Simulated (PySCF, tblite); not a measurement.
# C₃H₃NO: excited states, first hyperpolarisability

Wanted: excited states, first hyperpolarisability for C₃H₃NO (`NC#CC=O`).

Computed with tblite 0.8.0 and PySCF 2.14.0 and routines of our own; the level stands in each step. Atoms count from 0.

## 1. The system as given

8 atoms, charge 0, multiplicity 1; geometry from: force field or distance geometry start.

## 2. Geometry optimisation with GFN2-xTB

What the job is given:

```
{"job": {"kind": "relax", "xc": "GFN2-xTB", "basis": "xTB"}, "charge": 0, "multiplicity": 1}
N      2.055700    -0.042400     0.017400
C      0.598500     0.002100     0.003300
C     -0.586500     0.028200     0.015400
C     -2.034600     0.092100     0.013300
O     -2.699600    -0.651400    -0.687900
H      2.553800    -0.716500     0.573300
H      2.594400     0.472000    -0.673200
H     -2.472600     0.825300     0.713800
```

Run with:

```sh
$ OMP_NUM_THREADS=1 python excited_run.py task.json out
```

The driver reads the jobs from task.json and runs them one after another.

Output:

```text
step      E/eV     max force
  0    -403.15503    6.969
  1    -402.93850    9.348
  2    -403.49095    1.356
  3    -403.53711    0.683
  4    -403.56860    0.530
  5    -403.58425    0.378
  6    -403.60037    0.458
  7    -403.61143    0.662
  8    -403.62166    0.349
  9    -403.62967    0.294
 10    -403.63461    0.245
 11    -403.64197    0.328
 12    -403.64919    0.381
 13    -403.65398    0.239
 14    -403.65645    0.164
 15    -403.65760    0.134
 16    -403.65888    0.126
 17    -403.66043    0.101
 18    -403.66148    0.084
 19    -403.66203    0.081
 20    -403.66239    0.062
 21    -403.66262    0.033
 22    -403.66272    0.020
 23    -403.66275    0.019
 24    -403.66276    0.020
 25    -403.66280    0.020
 26    -403.66287    0.034
 27    -403.66300    0.044
 28    -403.66319    0.061
 29    -403.66342    0.066
 30    -403.66362    0.048
 31    -403.66373    0.028
 32    -403.66378    0.017
 33    -403.66380    0.011
 34    -403.66381    0.013
 35    -403.66383    0.021
 36    -403.66387    0.030
 37    -403.66396    0.038
 38    -403.66415    0.055
 39    -403.66475    0.144
 40    -403.66413    0.370
 41    -403.66710    0.224
 42    -403.67091    0.255
 43    -403.64553    0.947
 44    -403.67518    0.279
 45    -403.64154    1.762
 46    -403.69446    0.189
 47    -403.71182    0.271
 48    -403.70487    2.110
 49    -403.73867    0.368
 50    -403.75339    0.466
 51    -403.75135    1.654
 52    -403.78608    0.522
 53    -403.80231    0.493
 54    -403.83519    1.237
 55    -403.86197    0.242
 56    -403.87372    0.268
 57    -403.87811    0.327
 58    -403.88140    0.253
 59    -403.88325    0.159
 60    -403.88533    0.140
 61    -403.88694    0.206
 62    -403.88795    0.101
 63    -403.88857    0.062
 64    -403.88921    0.052
 65    -403.88941    0.066
 66    -403.88996    0.091
 67    -403.89065    0.101
 68    -403.89118    0.060
 69    -403.89142    0.053
 70    -403.89151    0.033
 71    -403.89155    0.015
 72    -403.89156    0.009
```

It took 0.14 s on 1 thread of Intel Xeon 6975P-C, shared host.

Along the way: (not every step is listed) (the energy doesn't fall at every step)

| step | energy from step 0 (eV) | largest force (eV/Å) |
| --- | --- | --- |
| 0 | 0.0000 | 6.9685 |
| 1 | 0.2165 | 9.3483 |
| 2 | -0.3359 | 1.3556 |
| 3 | -0.3821 | 0.6829 |
| 4 | -0.4136 | 0.5302 |
| 5 | -0.4292 | 0.3783 |
| 6 | -0.4453 | 0.4585 |
| 7 | -0.4564 | 0.6624 |
| 8 | -0.4666 | 0.3495 |
| 13 | -0.4989 | 0.2391 |
| 18 | -0.5064 | 0.0842 |
| 23 | -0.5077 | 0.0192 |
| 28 | -0.5082 | 0.0615 |
| 33 | -0.5088 | 0.0112 |
| 38 | -0.5091 | 0.0547 |
| 43 | -0.4905 | 0.9466 |
| 48 | -0.5498 | 2.1100 |
| 53 | -0.6473 | 0.4926 |
| 58 | -0.7264 | 0.2534 |
| 63 | -0.7335 | 0.0622 |
| 67 | -0.7356 | 0.1014 |
| 68 | -0.7362 | 0.0604 |
| 69 | -0.7364 | 0.0535 |
| 70 | -0.7365 | 0.0333 |
| 71 | -0.7365 | 0.0154 |
| 72 | -0.7365 | 0.0089 |

Close pairs (by a distance rule), those that changed most:

| bond | before (Å) | after (Å) | change (Å) |
| --- | --- | --- | --- |
| N0–C1 | 1.458 | 1.316 | -0.142 |
| C2–C3 | 1.450 | 1.407 | -0.043 |
| C1–C2 | 1.185 | 1.213 | +0.028 |
| C3–O4 | 1.219 | 1.209 | -0.010 |
| N0–H6 | 1.016 | 1.008 | -0.008 |
| C3–H7 | 1.105 | 1.111 | +0.007 |
| N0–H5 | 1.006 | 1.008 | +0.002 |

The end geometry stands in the next job.

## 3. Harmonic vibrations with GFN2-xTB

What the job is given:

```
{"job": {"kind": "ir", "xc": "GFN2-xTB", "basis": "xTB"}, "charge": 0, "multiplicity": 1}
N      1.973551    -0.082499     0.113066
C      0.661132    -0.039539     0.031724
C     -0.549994     0.025107     0.023658
C     -1.956138     0.062455    -0.003306
O     -2.696037    -0.888209    -0.104160
H      2.435718    -0.938812    -0.148727
H      2.491498     0.772635    -0.014621
H     -2.350672     1.098274     0.077801
```

Output:

```text
mode    cm-1     km/mol
  1     128.5      4.00
  2     162.6      9.19
  3     275.1      4.17
  4     318.8     10.65
  5     374.3    147.23
  6     380.8    232.19
  7     580.6      5.77
  8     832.2    100.91
  9     892.7      4.17
 10    1048.0     15.20
 11    1337.7     36.32
 12    1381.3      7.55
 13    1463.4     89.32
 14    1723.1    500.16
 15    2336.6    784.77
 16    2713.0    145.57
 17    3434.5     20.31
 18    3475.7     10.21
```

It took 0.07 s on 1 thread of Intel Xeon 6975P-C, shared host.

The strongest bands and the atoms that carry them (share of the mass-weighted mode):

| cm⁻¹ | km/mol | atoms |
| --- | --- | --- |
| 374 | 147.2 | C1 51 %, N0 23 %, H5 12 %, C2 12 % |
| 381 | 232.2 | H5 36 %, H6 35 %, C1 17 % |
| 832 | 100.9 | C3 53 %, N0 24 % |
| 1338 | 36.3 | H7 48 %, C2 19 %, C1 10 % |
| 1463 | 89.3 | H6 35 %, H5 35 %, N0 22 % |
| 1723 | 500.2 | C3 61 %, O4 36 % |
| 2337 | 784.8 | C1 54 %, C2 43 % |
| 2713 | 145.6 | H7 94 % |

## 4. Excited states: TDA B3LYP/def2-TZVP

The job, as its differences from that of step 3:

```diff
@@ -1,2 +1,2 @@
-{"job": {"kind": "ir", "xc": "GFN2-xTB", "basis": "xTB"}, "charge": 0, "multiplicity": 1}
+{"job": {"kind": "states", "xc": "B3LYP", "basis": "def2-TZVP", "tda": true, "soc": true, "nstates": 6, "ntriplets": 4, "nquad": 4}, "charge": 0, "multiplicity": 1}
 N      1.973551    -0.082499     0.113066
```

Method: TDA B3LYP/def2-TZVP excited states, vertical, gas phase, spin-orbit mean-field couplings.

Output:

```text
coarse grid: 7272 points
cycle   1  E = -245.9635782248  dE =  9.668e-01  |g| = 8.745e-01  |ddm| = 3.468e+00
cycle   2  E = -244.8801299577  dE =  1.083e+00  |g| = 2.312e+00  |ddm| = 3.958e+01
cycle   3  E = -246.1054669759  dE = -1.225e+00  |g| = 2.608e-01  |ddm| = 3.595e+01
cycle   4  E = -246.1162064325  dE = -1.074e-02  |g| = 1.840e-01  |ddm| = 8.912e-01
cycle   5  E = -246.1234441257  dE = -7.238e-03  |g| = 7.683e-02  |ddm| = 5.583e-01
cycle   6  E = -246.1246450071  dE = -1.201e-03  |g| = 2.113e-02  |ddm| = 7.024e-02
cycle   7  E = -246.1247652431  dE = -1.202e-04  |g| = 4.023e-03  |ddm| = 1.039e-01
cycle   8  E = -246.1247688502  dE = -3.607e-06  |g| = 1.206e-03  |ddm| = 4.836e-02
final grid: 71944 points
cycle   9  E = -246.1194979084  dE = -2.187e-05  |g| = 6.423e-03  |ddm| = 2.314e-01
cycle  10  E = -246.1194845134  dE =  1.340e-05  |g| = 1.055e-02  |ddm| = 1.497e-02
cycle  11  E = -246.1195048606  dE = -2.035e-05  |g| = 2.342e-03  |ddm| = 3.452e-02
cycle  12  E = -246.1195058848  dE = -1.024e-06  |g| = 3.361e-04  |ddm| = 1.778e-02
cycle  13  E = -246.1195059044  dE = -1.962e-08  |g| = 1.495e-04  |ddm| = 3.923e-04
cycle  14  E = -246.1195059087  dE = -4.304e-09  |g| = 7.134e-05  |ddm| = 2.135e-04
cycle  15  E = -246.1195059100  dE = -1.267e-09  |g| = 1.034e-05  |ddm| = 2.261e-04
cycle  16  E = -246.1195059100  dE = -2.353e-11  |g| = 2.021e-06  |ddm| = 2.806e-05
converged SCF energy = -246.1195059100

Singlet excitations
state   eV       nm        f     d(h-e)  d(exc)  Lambda  PR(NTO)  |dmu|/D   mu/D   main configurations
  1   4.1051   302.0   0.00030   1.191   2.496   0.460   1.001    2.584    3.266   H-1->L 0.99
  2   5.4666   226.8   0.00147   1.096   2.636   0.426   1.002    2.658    8.398   H-2->L 0.99
  3   5.6348   220.0   0.28863   0.652   2.829   0.672   1.518    0.835    6.458   H->L 0.72, H-2->L+2 0.14
  4   5.7204   216.7   0.01566   0.351   2.720   0.472   1.009    1.270    4.598   H->L+2 0.86
  5   5.9053   210.0   0.00140   2.168   3.585   0.355   1.008                     H->L+1 0.91
  6   6.3439   195.4   0.00331   3.409   4.318   0.234   1.029                     H-1->L+2 0.55, H-1->L+1 0.42

Triplet excitations (Tamm-Dancoff)
state   eV     d(h-e)  d(exc)  Lambda  PR(NTO)   main configurations
  1   3.5490   1.130   2.441   0.459   1.002   H-1->L 0.98
  2   3.7279   0.689   2.743   0.697   1.016   H->L 0.97
  3   5.1041   0.647   2.553   0.435   1.541   H-2->L 0.76, H->L+2 0.20
  4   5.4607   0.152   2.667   0.452   1.538   H->L+2 0.69, H-2->L 0.22
S1 - T1 = 0.5560 eV

Spin-orbit couplings |<S|Hso|T>| (cm-1)
             T1       T2       T3       T4
S0       55.445    1.190   17.684    9.851
S1        0.298   29.476   11.167    6.552
S2       12.124    9.977    1.175    0.709
S3       22.506    1.903   17.002    6.088
S4        5.156    6.529    3.932    1.968
S5        2.266    1.341    1.732    1.548
S6        6.121    0.266    7.551   17.484
T1 sublevels (cm-1): 0.000 0.004 0.681   radiative rates (1/s): 0.583 0.0396 1.78e+03
```

Run time: 9.2 s. Hardware: 1 thread of Intel Xeon 6975P-C, shared host; peak memory 0.58 GiB.

From this job:

| quantity | value |
| --- | --- |
| S1 less T1 | 0.56 eV |

## 5. Excited states: TDDFT PBE0/def2-SVPD

The job, as its differences from that of step 4:

```diff
@@ -1,2 +1,2 @@
-{"job": {"kind": "states", "xc": "B3LYP", "basis": "def2-TZVP", "tda": true, "soc": true, "nstates": 6, "ntriplets": 4, "nquad": 4}, "charge": 0, "multiplicity": 1}
+{"job": {"kind": "states", "xc": "PBE0", "basis": "def2-SVPD", "tpa": true, "nstates": 6, "nquad": 5, "ntriplets": 0}, "charge": 0, "multiplicity": 1}
 N      1.973551    -0.082499     0.113066
```

With the program's defaults for keys left out, this is: TDDFT PBE0/def2-SVPD excited states, vertical, gas phase, two-photon moments by quadratic response.

Output:

```text
coarse grid: 7272 points
cycle   1  E = -245.3970355628  dE =  9.411e-01  |g| = 7.607e-01  |ddm| = 1.144e+01
cycle   2  E = -244.8078424969  dE =  5.892e-01  |g| = 1.788e+00  |ddm| = 5.472e+00
cycle   3  E = -245.5257683342  dE = -7.179e-01  |g| = 1.480e-01  |ddm| = 4.487e+00
cycle   4  E = -245.5302569315  dE = -4.489e-03  |g| = 8.192e-02  |ddm| = 5.425e-01
cycle   5  E = -245.5319959300  dE = -1.739e-03  |g| = 1.852e-02  |ddm| = 2.617e-01
cycle   6  E = -245.5320479364  dE = -5.201e-05  |g| = 1.163e-02  |ddm| = 4.036e-02
cycle   7  E = -245.5320816295  dE = -3.369e-05  |g| = 2.653e-03  |ddm| = 2.119e-02
cycle   8  E = -245.5320831254  dE = -1.496e-06  |g| = 6.829e-04  |ddm| = 7.866e-03
final grid: 71944 points
cycle   9  E = -245.5685949540  dE = -1.279e-06  |g| = 1.077e-02  |ddm| = 1.089e-01
cycle  10  E = -245.5685213204  dE =  7.363e-05  |g| = 2.174e-02  |ddm| = 5.377e-02
cycle  11  E = -245.5686180127  dE = -9.669e-05  |g| = 1.955e-03  |ddm| = 2.884e-02
cycle  12  E = -245.5686188328  dE = -8.200e-07  |g| = 2.741e-04  |ddm| = 3.392e-03
cycle  13  E = -245.5686188453  dE = -1.258e-08  |g| = 1.496e-04  |ddm| = 7.859e-04
cycle  14  E = -245.5686188501  dE = -4.765e-09  |g| = 6.856e-05  |ddm| = 3.926e-04
cycle  15  E = -245.5686188513  dE = -1.170e-09  |g| = 8.158e-06  |ddm| = 1.337e-04
cycle  16  E = -245.5686188513  dE = -1.501e-11  |g| = 2.179e-06  |ddm| = 2.461e-05
converged SCF energy = -245.5686188513

Singlet excitations
state   eV       nm        f     d(h-e)  d(exc)  Lambda  PR(NTO)  |dmu|/D   mu/D   delta(TPA)   sigma/GM   main configurations
  1   4.0802   303.9   0.00036   1.165   2.482   0.464   1.002    2.672    3.199        0.09      0.001   H-1->L 0.99
  2   5.4537   227.3   0.28089   0.882   2.779   0.672   1.383    1.951    7.663      170.97      1.863   H->L 0.83, H-2->L+2 0.09
  3   5.5115   225.0   0.01643   1.056   2.638   0.437   1.010    2.620    8.391        9.28      0.103   H-2->L 0.94
  4   5.8116   213.3   0.00073   0.259   2.662   0.462   1.030    0.867    5.050        1.20      0.015   H->L+2 0.95
  5   6.0542   204.8   0.00018   1.865   3.599   0.340   1.004    7.176    2.448       20.14      0.270   H->L+1 0.97
  6   6.5614   189.0   0.00535   2.309   3.425   0.354   1.028                                            H-1->L+2 0.97
```

It took 6.1 s on 1 thread of Intel Xeon 6975P-C, shared host; peak memory 0.52 GiB.

## 6. First hyperpolarisability: quadratic response B3LYP/def2-SVPD

The job, as its differences from that of step 5:

```diff
@@ -1,2 +1,2 @@
-{"job": {"kind": "states", "xc": "PBE0", "basis": "def2-SVPD", "tpa": true, "nstates": 6, "nquad": 5, "ntriplets": 0}, "charge": 0, "multiplicity": 1}
+{"job": {"kind": "beta", "xc": "B3LYP", "basis": "def2-SVPD", "wavelengths": [1064, 800]}, "charge": 0, "multiplicity": 1}
 N      1.973551    -0.082499     0.113066
```

With the program's defaults for keys left out, this is: quadratic response B3LYP/def2-SVPD first hyperpolarisability, Taylor convention, gas phase.

Output:

```text
coarse grid: 7272 points
cycle   1  E = -245.6588543077  dE =  9.303e-01  |g| = 8.088e-01  |ddm| = 1.693e+01
cycle   2  E = -244.7416553357  dE =  9.172e-01  |g| = 2.130e+00  |ddm| = 1.107e+01
cycle   3  E = -245.7957888245  dE = -1.054e+00  |g| = 2.047e-01  |ddm| = 1.036e+01
cycle   4  E = -245.8030611162  dE = -7.272e-03  |g| = 1.346e-01  |ddm| = 8.253e-01
cycle   5  E = -245.8073859126  dE = -4.325e-03  |g| = 4.878e-02  |ddm| = 3.754e-01
cycle   6  E = -245.8079004554  dE = -5.145e-04  |g| = 1.463e-02  |ddm| = 7.018e-02
cycle   7  E = -245.8079564830  dE = -5.603e-05  |g| = 3.188e-03  |ddm| = 3.879e-02
cycle   8  E = -245.8079589917  dE = -2.509e-06  |g| = 6.897e-04  |ddm| = 1.191e-02
final grid: 71944 points
cycle   9  E = -245.8540855787  dE = -1.603e-05  |g| = 5.333e-03  |ddm| = 3.235e-01
cycle  10  E = -245.8540711134  dE =  1.447e-05  |g| = 9.908e-03  |ddm| = 2.821e-02
cycle  11  E = -245.8540909684  dE = -1.985e-05  |g| = 1.850e-03  |ddm| = 1.594e-02
cycle  12  E = -245.8540917117  dE = -7.434e-07  |g| = 2.205e-04  |ddm| = 2.796e-03
cycle  13  E = -245.8540917208  dE = -9.101e-09  |g| = 1.138e-04  |ddm| = 7.690e-04
cycle  14  E = -245.8540917231  dE = -2.210e-09  |g| = 6.695e-05  |ddm| = 3.300e-04
cycle  15  E = -245.8540917242  dE = -1.124e-09  |g| = 7.696e-06  |ddm| = 9.509e-05
cycle  16  E = -245.8540917242  dE = -1.188e-11  |g| = 2.030e-06  |ddm| = 1.721e-05
converged SCF energy = -245.8540917242

Lowest singlets (eV, f): 4.0499 0.0003  5.3663 0.2716  5.4190 0.0158

First hyperpolarisability (au)
process     nm      |vector|   parallel      HRS      DR
static         -      406.10     209.32     166.68   5.152
shg       1064.0      519.50     272.14     213.31   5.128
eope      1064.0      438.93     227.46          -       -
shg        800.0      648.84     344.21     266.56     5.1
eope       800.0      467.23     243.13          -       -
```

It took 5.6 s on 1 thread of Intel Xeon 6975P-C, shared host; peak memory 0.52 GiB.

## 7. Outcome

```
                                             quantity                                               value
            strongest single infrared mode (GFN2-xTB)                               2337 cm⁻¹, 785 km/mol
                         zero-point energy (GFN2-xTB)                                       32.7 kcal/mol
             S1 less T1 (step 4, TDA B3LYP/def2-TZVP)                                             0.56 eV
β vector (step 6, quadratic response B3LYP/def2-SVPD)  static 406, SHG 1064.0 nm 520, SHG 800.0 nm 649 au
```

In words: All 18 modes are real, so the xTB geometry is a minimum. The strongest single mode, at 2337 cm⁻¹, moves mainly C1 and C2. Unscaled tight-binding wavenumbers are off by several per cent, some by more. Its intensities can rank the bands wrongly. In step 4, the number of triplets below S1 is 2, and the largest singlet-triplet spin-orbit coupling is S0–T1, 55.45 cm⁻¹. β grows from 406 au (static) to 649 au for doubling at 800.0 nm: normal dispersion, which grows as twice the photon energy moves toward the bright states.
